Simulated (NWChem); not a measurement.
All runs are NWChem calculations. System: CH4, charge 0, spin multiplicity 1, displaced from the optimised geometry. Level: CCSDT/cc-pVDZ, 1 core orbitals frozen, spin-restricted.

Input file:

```
start mol
memory heap 100 mb stack 700 mb global 1900 mb
geometry units angstroms nocenter noautoz noautosym
  C      0.000000     0.000000    -0.000000
  H      0.000000     0.896585     0.633980
  H      0.000000    -0.824859     0.583261
  H     -0.896586     0.000000    -0.633979
  H      0.896586     0.000000    -0.633979
end
basis spherical
  * library cc-pvdz
end
scf
  rhf
  nopen 0
  maxiter 100
  thresh 1e-7
  semidirect memsize 60000000 filesize 0
end
tce
  freeze core 1
  ccsdt
  2eorb
  2emet 13
  thresh 1e-6
  maxiter 100
  tilesize 24
end
task tce energy
```

NWChem printed:

```
             Northwest Computational Chemistry Package (NWChem) 7.3.0
             --------------------------------------------------------

                                NWChem Input Module
                                -------------------

 Scaling coordinates for geometry "geometry" by  1.889725989
 (inverse scale =  0.529177249)

                             Geometry "geometry" -> ""
                             -------------------------

 Output coordinates in angstroms (scale by  1.889725989 to convert to a.u.)

  No.       Tag          Charge          X              Y              Z
 ---- ---------------- ---------- -------------- -------------- --------------
    1 C                    6.0000     0.00000000     0.00000000     0.00000000
    2 H                    1.0000     0.00000000     0.89658500     0.63398000
    3 H                    1.0000     0.00000000    -0.82485900     0.58326100
    4 H                    1.0000    -0.89658600     0.00000000    -0.63397900
    5 H                    1.0000     0.89658600     0.00000000    -0.63397900

 Effective nuclear repulsion energy (a.u.)      13.6243585233

            Nuclear Dipole moment (a.u.)
            ----------------------------
        X                 Y               Z
 ---------------- ---------------- ----------------
     0.0000000000     0.1355424863    -0.0958412330


 Summary of "ao basis" -> "" (spherical)
 ------------------------------------------------------------------------------
       Tag                 Description            Shells   Functions and Types
 ---------------- ------------------------------  ------  ---------------------
 *                          cc-pvdz                   on all atoms

 Summary of "ao basis" -> "ao basis" (spherical)
 ------------------------------------------------------------------------------
       Tag                 Description            Shells   Functions and Types
 ---------------- ------------------------------  ------  ---------------------
 C                          cc-pvdz                  6       14   3s2p1d
 H                          cc-pvdz                  3        5   2s1p

                                 NWChem SCF Module
                                 -----------------

  ao basis        = "ao basis"
  functions       =    34
  atoms           =     5
  closed shells   =     5
  open shells     =     0
  charge          =   0.00
  wavefunction    = RHF
  use symmetry    = F
  symmetry adapt  = F

 Summary of "ao basis" -> "ao basis" (spherical)
 ------------------------------------------------------------------------------
       Tag                 Description            Shells   Functions and Types
 ---------------- ------------------------------  ------  ---------------------
 C                          cc-pvdz                  6       14   3s2p1d
 H                          cc-pvdz                  3        5   2s1p

 Forming initial guess at       0.0s

      Superposition of Atomic Density Guess
      -------------------------------------

 Sum of atomic energies:         -39.66326211

      Non-variational initial energy
      ------------------------------

 Total energy =     -40.286285
 1-e energy   =     -78.576252
 2-e energy   =      24.665609
 HOMO         =      -0.519081
 LUMO         =       0.112595

 Starting SCF solution at       0.2s

 ----------------------------------------------
         Quadratically convergent ROHF

 Convergence threshold     :          1.000E-07
 Maximum no. of iterations :          100
[...]
   Bfn.  Coefficient  Atom+Function         Bfn.  Coefficient  Atom+Function
  ----- ------------  ---------------      ----- ------------  ---------------
     3      2.384988  1 C  s                 16     -0.860781  2 H  s
    26     -0.860781  4 H  s                 31     -0.860781  5 H  s
    21     -0.837352  3 H  s

 Vector    7  Occ=0.000000D+00  E= 2.729695D-01
              MO Center= -1.0D-06, -6.6D-04, -8.4D-01, r^2= 3.9D+00
   Bfn.  Coefficient  Atom+Function         Bfn.  Coefficient  Atom+Function
  ----- ------------  ---------------      ----- ------------  ---------------
    26      1.827153  4 H  s                 31     -1.827151  5 H  s
     7      1.406267  1 C  px                 4      0.299048  1 C  px

 Vector    8  Occ=0.000000D+00  E= 2.729695D-01
              MO Center=  1.0D-06,  7.9D-01,  2.8D-01, r^2= 3.9D+00
   Bfn.  Coefficient  Atom+Function         Bfn.  Coefficient  Atom+Function
  ----- ------------  ---------------      ----- ------------  ---------------
    16      2.109814  2 H  s                  9     -1.148209  1 C  pz
    26     -1.054903  4 H  s                 31     -1.054906  5 H  s
     8     -0.811909  1 C  py                 6     -0.244171  1 C  pz
     5     -0.172655  1 C  py

 center of mass
 --------------
 x =   0.00000000 y =   0.00852102 z =  -0.00602516

 moments of inertia (a.u.)
 ------------------
          10.904111014579           0.000000000000           0.000000000000
           0.000000000000          11.349665674681          -0.315048379110
           0.000000000000          -0.315048379110          11.126932202304

  Mulliken analysis of the total density
  --------------------------------------

    Atom       Charge   Shell Charges
 -----------   ------   -------------------------------------------------------
    1 C    6     6.12   2.00  0.63  0.42  2.05  0.98  0.04
    2 H    1     0.97   0.74  0.19  0.03
    3 H    1     0.98   0.79  0.16  0.04
    4 H    1     0.97   0.74  0.19  0.03
    5 H    1     0.97   0.74  0.19  0.03

       Multipole analysis of the density wrt the origin
       ------------------------------------------------

     L   x y z        total         open         nuclear
     -   - - -        -----         ----         -------
     0   0 0 0     -0.000000      0.000000     10.000000

     1   1 0 0      0.000000      0.000000      0.000000
     1   0 1 0     -0.019350      0.000000      0.135542
     1   0 0 1      0.013683      0.000000     -0.095841

     2   2 0 0     -6.170445      0.000000      5.741318
     2   1 1 0      0.000000      0.000000      0.000000
     2   1 0 1     -0.000000      0.000000      0.000000
     2   0 2 0     -6.188273      0.000000      5.300377
     2   0 1 1      0.012605      0.000000      0.311786
     2   0 0 2     -6.179373      0.000000      5.520804

                   NWChem Extensible Many-Electron Theory Module
                   ---------------------------------------------


            General Information
            -------------------
      Number of processors :     1
         Wavefunction type : Restricted Hartree-Fock
          No. of electrons :    10
           Alpha electrons :     5
            Beta electrons :     5
           No. of orbitals :    68
            Alpha orbitals :    34
             Beta orbitals :    34
        Alpha frozen cores :     1
         Beta frozen cores :     1
     Alpha frozen virtuals :     0
      Beta frozen virtuals :     0
         Spin multiplicity : singlet
    Number of AO functions :    34
       Number of AO shells :    18
        Use of symmetry is : off
      Symmetry adaption is : off
         Schwarz screening : 0.10D-09

          Correlation Information
          -----------------------
          Calculation type : Coupled-cluster singles, doubles, & triples
   Perturbative correction : none
            Max iterations :      100
        Residual threshold : 0.10D-05
     T(0) DIIS level shift : 0.00D+00
     L(0) DIIS level shift : 0.00D+00
     T(1) DIIS level shift : 0.00D+00
     L(1) DIIS level shift : 0.00D+00
     T(R) DIIS level shift : 0.00D+00
     T(I) DIIS level shift : 0.00D+00
   CC-T/L Amplitude update :  5-th order DIIS
                I/O scheme : Global Array Library
        L-threshold :  0.10D-05
        EOM-threshold :  0.10D-05
 no EOMCCSD initial starts read in
 TCE RESTART OPTIONS
 SLICE:      F
 D4D5:       F
 quantumc:   F
 qrotation:  F
 pwtce:      F
 qducc:      F
 nacto:                         0
 nrotv:                         0
 nrot:                          0

            Memory Information
            ------------------
          Available GA space size is     249035644 doubles
          Available MA space size is     104855524 doubles

 Maximum block size supplied by input
 Maximum block size        24 doubles

 tile_dim =     15

 -------------------------------------------------

 Global array virtual files algorithm will be used

 Parallel file system coherency ......... OK

 4-electron integrals stored in orbital form

 v2    file size   =           361151
 4-index algorithm nr.  13 is used
 imaxsize =       30
 imaxsize ichop =        0
 IN MAPPING 1 for UCC(4),CCSDT,CCSDTQ


 CCSDT iterations
 --------------------------------------------------------
 Iter          Residuum       Correlation     Cpu    Wall
 --------------------------------------------------------
    1   0.2659987178820  -0.1605188977367     4.7     4.7
    2   0.0618910472549  -0.1781062783793     4.5     4.5
    3   0.0237478011584  -0.1850672314641     4.8     4.8
    4   0.0088110130203  -0.1867824773646     4.9     4.9
    5   0.0037499206710  -0.1874523621223     4.9     4.9
    6   0.0008131974598  -0.1878094612283     4.9     4.9
    7   0.0002832126155  -0.1878488116490     6.1     6.1
    8   0.0001270130131  -0.1878519830581     5.2     5.2
    9   0.0000634193594  -0.1878539005247     5.0     5.0
   10   0.0000326656725  -0.1878547401417     4.9     4.9
   11   0.0000043864183  -0.1878554262835     5.0     5.0
   12   0.0000014580994  -0.1878556600082     5.3     5.3
   13   0.0000005973196  -0.1878557192116     4.4     4.4
 --------------------------------------------------------
 Iterations converged
 CCSDT correlation energy / hartree =        -0.187855719211600
 CCSDT total energy / hartree       =       -40.381383522694797

 Singles contributions

 Doubles contributions

 Task  times  cpu:       67.2s     wall:       67.2s

 Total times  cpu:       67.2s     wall:       67.2s
```
